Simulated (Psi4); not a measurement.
# [SiPH4]− (SMILES [SiH2-]P) at FNO-CCSD(T)/6-311+G(d,p) (density fitting, density fitting for correlation)

What is the energy change on altering one bond length of [SiPH4]− at FNO-CCSD(T)/6-311+G** (density fitting, density fitting for correlation)? 

The results are computed with Psi4 1.11.

2 further runs of the same task are left out: 2 set aside as unsound or not needed.

## 1. The structure to begin with

The species is [SiPH4]− (6 atoms), meant as a singlet with charge -1. SMILES: `[SiH2-]P`. The shape is that of a GFN2-xTB optimisation. This is one conformer, not always the lowest.

Bond lengths: Si1–P2 2.225 Å, Si1–H3 1.503 Å, Si1–H4 1.503 Å, P2–H5 1.375 Å, P2–H6 1.375 Å. Angles: Si1–P2–H5 94.0°, Si1–P2–H6 94.1°, P2–Si1–H3 96.4°, P2–Si1–H4 96.5°, H5–P2–H6 91.3°, H3–Si1–H4 96.7°.

## 2. A single-point energy at FNO-CCSD(T)/6-311+G(d,p) (density fitting, density fitting for correlation)

job.json reads:

```json
{
  "schema_name": "qcschema_input",
  "schema_version": 1,
  "molecule": {
    "schema_name": "qcschema_molecule",
    "schema_version": 2,
    "symbols": ["Si", "P", "H", "H", "H", "H"],
    "geometry": [0.67586055, -1.92723719, -0.25061548, -0.67128741, 2.02461478, 0.25057768, -0.73149409, -3.02467674, 1.95938143, -1.21335535, -2.66094225, -2.24095062, 0.76987442, 2.95825286, -1.70041336, 1.17040188, 2.62998854, 1.98202035],
    "molecular_charge": -1,
    "molecular_multiplicity": 1,
    "fix_com": true,
    "fix_orientation": true
  },
  "driver": "energy",
  "model": {
    "method": "fno-ccsd(t)",
    "basis": "6-311+G**"
  },
  "keywords": {
    "freeze_core": true,
    "cc_type": "df",
    "scf_type": "df"
  }
}
```

Command:

```bash
$ psi4 --qcschema job.json -n 1 --memory 1600MB
```

stdout (excerpt; [...] marks lines left out):

```text
[...]
  Running in c1 symmetry.
[...]
  Nuclear repulsion =   83.574544059838061
[...]
  Multiplicity = 1
[...]
  Nalpha       = 17
  Nbeta        = 17
[...]
    Number of basis functions: 84
[...]
   @DF-RHF iter   1:  -631.89662648550780   -4.10766e-01   4.36517e-03 DIIS/ADIIS
[...]
   @DF-RHF iter  11:  -631.97952036685456   -1.61435e-11   6.72152e-09 DIIS
[...]
    Orbital Energies [Eh]
    ---------------------
    Doubly Occupied:
       1A    -79.737933     2A    -68.539750     3A     -7.285252
       4A     -5.886865     5A     -5.179811     6A     -5.179192
       7A     -5.178229     8A     -3.992479     9A     -3.991951
      10A     -3.990966    11A     -0.678536    12A     -0.463513
      13A     -0.355868    14A     -0.248010    15A     -0.245841
      16A     -0.199537    17A     -0.065309
[...]
  @DF-RHF Final Energy:  -631.97952036685456
   => Energetics <=
    Nuclear Repulsion Energy =             83.5745440598380611
    One-Electron Energy =               -1048.6700398196376227
    Two-Electron Energy =                 333.1159753929450176
    Total Energy =                       -631.9795203668545582
[...]
 Multipole Moments:
 ------------------------------------------------------------------------------------
     Multipole            Electronic (a.u.)      Nuclear  (a.u.)        Total (a.u.)
 ------------------------------------------------------------------------------------
 L = 1.  Multiply by 2.5417464519 to convert [e a0] to [Debye]
 Dipole X            :          0.2594192           -0.6118366           -0.3524174
 Dipole Y            :         -2.1960351            3.2905234            1.0944884
 Dipole Z            :         -0.1089120            0.2500863            0.1411743
 Magnitude           :                                                    1.1584615
[...]
      * MP2 total energy:                  -632.215211820408
[...]
      * CCSD total energy:                 -632.257057333522
[...]
      * CCSD(T) total energy                -632.265563592248
[...]
```

The result, in JSON:

```text
{
 "driver": "energy",
 "model": {
  "method": "fno-ccsd(t)",
  "basis": "6-311+G**"
 },
 "success": true,
 "return_result": -632.2655635922481,
 "properties": {
  "calcinfo_nbasis": 84,
  "calcinfo_nmo": 84,
  "calcinfo_nalpha": 17,
  "calcinfo_nbeta": 17,
  "calcinfo_natom": 6,
  "nuclear_repulsion_energy": 83.57454405983806,
  "return_energy": -632.2655635922481,
  "scf_one_electron_energy": -1048.6700398196376,
  "scf_two_electron_energy": 333.115975392945,
  "scf_dipole_moment": [-0.35241737945498275, 1.0944883724605536, 0.14117431501314032],
  "scf_total_energy": -631.9795203668546,
  "scf_iterations": 11,
  "mp2_same_spin_correlation_energy": -0.04280556033402517,
  "mp2_opposite_spin_correlation_energy": -0.1928858932194394,
  "mp2_singles_energy": 0.0,
  "mp2_doubles_energy": -0.23569145355346457,
  "mp2_correlation_energy": -0.23569145355346457,
  "mp2_total_energy": -632.2152118204081,
  "ccsd_same_spin_correlation_energy": -0.043202732388258565,
  "ccsd_opposite_spin_correlation_energy": -0.23433423427894717,
  "ccsd_singles_energy": 0.0,
  "ccsd_doubles_energy": -0.27753696666720573,
  "ccsd_correlation_energy": -0.27753696666720573,
  "ccsd_total_energy": -632.2570573335217,
  "ccsd_iterations": 16,
  "ccsd_prt_pr_correlation_energy": -0.28604322539348787,
  "ccsd_prt_pr_total_energy": -632.2655635922481
 }
}
```

Run time: 7.5 s. Hardware: 1 thread of AMD EPYC 9R45 (Zen 5), shared host; peak memory 0.25 GiB.

## 3. The distorted shape at the same level

job.dat reads:

```
memory 1600 mb

molecule mol {
  -1 1
  Si     0.81058290    -2.32244695    -0.30073857
  P     -0.67128741     2.02461478     0.25057768
  H     -0.59677173    -3.41988650     1.90925833
  H     -1.07863300    -3.05615202    -2.29107372
  H      0.76987442     2.95825286    -1.70041336
  H      1.17040188     2.62998854     1.98202035
  units bohr
  no_reorient
  no_com
}

set globals {
  basis       6-311+G**
  freeze_core true
  cc_type     df
  scf_type    df
}

e, wfn = energy("fno-ccsd(t)", return_wfn=True)
```

Command:

```bash
$ psi4 -i job.dat -o job.out -n 1
```

job.out (excerpt; [...] marks lines left out):

```text
[...]
  Running in c1 symmetry.
[...]
  Nuclear repulsion =   78.280940949370247
[...]
  Multiplicity = 1
[...]
  Nalpha       = 17
  Nbeta        = 17
[...]
    Number of basis functions: 84
[...]
   @DF-RHF iter   1:  -631.91131177169029   -6.11254e-01   4.16410e-03 DIIS/ADIIS
[...]
   @DF-RHF iter  11:  -631.98469188899412   -1.39835e-11   5.87023e-09 DIIS
[...]
    Orbital Energies [Eh]
    ---------------------
    Doubly Occupied:
       1A    -79.740781     2A    -68.555705     3A     -7.285797
       4A     -5.900146     5A     -5.180483     6A     -5.179786
       7A     -5.178621     8A     -4.005186     9A     -4.005071
      10A     -4.004097    11A     -0.660971    12A     -0.465324
      13A     -0.348556    14A     -0.254822    15A     -0.239284
      16A     -0.183308    17A     -0.074367
[...]
  @DF-RHF Final Energy:  -631.98469188899412
   => Energetics <=
    Nuclear Repulsion Energy =             78.2809409493702475
    One-Electron Energy =               -1038.0066575925800407
    Two-Electron Energy =                 327.7410247542156299
    Total Energy =                       -631.9846918889941207
[...]
 Multipole Moments:
 ------------------------------------------------------------------------------------
     Multipole            Electronic (a.u.)      Nuclear  (a.u.)        Total (a.u.)
 ------------------------------------------------------------------------------------
 L = 1.  Multiply by 2.5417464519 to convert [e a0] to [Debye]
 Dipole X            :         -1.8638345            1.5437210           -0.3201134
 Dipole Y            :          4.0947691           -3.0328327            1.0619364
 Dipole Z            :          0.6866267           -0.5518832            0.1347436
 Magnitude           :                                                    1.1172902
[...]
      * MP2 total energy:                  -632.218352212768
[...]
      * CCSD total energy:                 -632.261040624959
[...]
      * CCSD(T) total energy                -632.269652869095
[...]
```

It took 7.5 s on 1 thread of AMD EPYC 9R45 (Zen 5), shared host; peak memory 0.24 GiB.

## 4. Summary of results

Level: FNO-CCSD(T)/6-311+G** (density fitting, density fitting for correlation), 10 core orbitals frozen.

| quantity | value |
| --- | --- |
| first shape: total energy | -632.26556 Eh |
| first shape: HOMO energy (Hartree–Fock orbitals) | -1.78 eV |
| first shape: LUMO energy (Hartree–Fock orbitals) | 4.86 eV |
| first shape: HOMO–LUMO gap (to an unbound level, set by the basis) | 6.64 eV |
| first shape: correlation energy (10 core orbitals frozen) | -286.0 mEh |
| first shape: (T) correction | -8.51 mEh |
| first shape: T1 diagnostic | 0.012 |
| distorted shape: total energy | -632.26965 Eh |
| distorted shape: HOMO energy (Hartree–Fock orbitals) | -2.02 eV |
| distorted shape: LUMO energy (Hartree–Fock orbitals) | 4.86 eV |
| distorted shape: HOMO–LUMO gap (to an unbound level, set by the basis) | 6.88 eV |
| distorted shape: correlation energy (10 core orbitals frozen) | -285.0 mEh |
| distorted shape: (T) correction | -8.61 mEh |
| distorted shape: T1 diagnostic | 0.012 |
| energy change with the Si1–P2 bond stretched from 2.225 to 2.448 Å | -0.111 eV |

What this shows: With the Si1–P2 bond stretched from 2.225 to 2.448 Å the energy falls by 0.11 eV (2.6 kcal/mol). The first shape isn't relaxed at this level, so the change isn't measured from a minimum. The triples (first shape) make up 3.0 % of the correlation energy. The triples (distorted shape) make up 3.0 % of the correlation energy.
